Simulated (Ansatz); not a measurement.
Consider the formal exchange of groups at a C–C bond: `C[C@@]1(F)C[C@H]1F` + `CNCS` → `CCNCS` + `F[C@H]1C[C@@H]1F`.

Gas-phase electronic energies from Ansatz, PBE0-D4/def2-TZVP geometries. CCSD(T)/CBS is the MP2 limit (def2-TZVPP, def2-QZVPP) plus CCSD(T) − MP2 in def2-TZVPP, frozen cores. This one scheme is used for every species. Functionals use def2-TZVPP. B3LYP here is the variant with VWN-RPA as its local correlation; programs differ in this. One conformer a species, not always the lowest.

`C[C@@]1(F)C[C@H]1F`:

```xyz
12

C     1.306   -0.358    0.584
C     0.144    0.464    0.142
F     0.282    1.789    0.472
C    -0.584    0.191   -1.138
C    -1.247   -0.043    0.183
F    -1.466   -1.327    0.584
H     1.130   -1.411    0.366
H     2.215   -0.038    0.070
H     1.453   -0.251    1.661
H    -0.933    1.032   -1.724
H    -0.268   -0.679   -1.702
H    -2.034    0.631    0.502
```

`CNCS`:

Cartesian coordinates in Å:
```
C 0.685 1.350 -0.458
N 0.479 -0.079 -0.546
C -0.621 -0.540 0.254
S -0.844 -2.317 -0.064
H 1.555 1.630 -1.053
H 0.835 1.720 0.570
H -0.182 1.871 -0.875
H 1.318 -0.587 -0.297
H -1.521 0.001 -0.051
H -0.493 -0.397 1.338
H -1.211 -2.651 1.183
```

`CCNCS`:

```xyz
14

C     0.835   -0.410   -1.576
C     1.064   -0.409   -0.070
N     0.208    0.468    0.709
C    -1.190    0.134    0.674
S    -2.170    1.238    1.713
H     1.550   -1.069   -2.075
H     0.962    0.595   -1.991
H    -0.167   -0.757   -1.837
H     2.099   -0.124    0.142
H     0.941   -1.425    0.322
H     0.338    1.438    0.448
H    -1.672    0.215   -0.313
H    -1.313   -0.899    1.009
H    -1.486    1.006    2.845
```

`F[C@H]1C[C@@H]1F`:

Z-matrix (Å, degrees):
```
C
C 1 1.495
C 1 1.476 2 60.4
F 1 1.360 2 118.7 3 108.1
H 1 1.084 2 118.6 3 -108.5
H 2 1.083 1 116.7 3 108.5
H 2 1.083 1 118.3 3 -105.8
F 3 1.360 1 118.3 2 -108.8
H 3 1.084 1 118.6 2 108.6
```

```
             level  ΔE (kJ/mol)  difference from CCSD(T)/CBS
            PBE-D4         10.8                         -1.5
         r2SCAN-D4         13.0                          0.7
          B3LYP-D4         11.6                         -0.7
           ωB97X-V         11.8                         -0.5
           ωB97M-V         12.3                          0.0
            B2PLYP         11.6                         -0.7
               PBE         10.8                         -1.5
            r2SCAN         13.2                          0.9
             B3LYP         11.4                         -0.9
    MP2/def2-TZVPP         11.5                         -0.8
SCS-MP2/def2-TZVPP         11.3                         -1.0
   CCSD/def2-TZVPP         11.2                         -1.1
CCSD(T)/def2-TZVPP         11.3                         -1.0
SCS-MP2/def2-QZVPP         11.9                         -0.4
     MP2/CBS(def2)         12.5                          0.2
    CCSD/CBS(def2)         12.2                         -0.1
       CCSD(T)/CBS         12.3                            0
```

Largest T1 diagnostic among the species: 0.011.
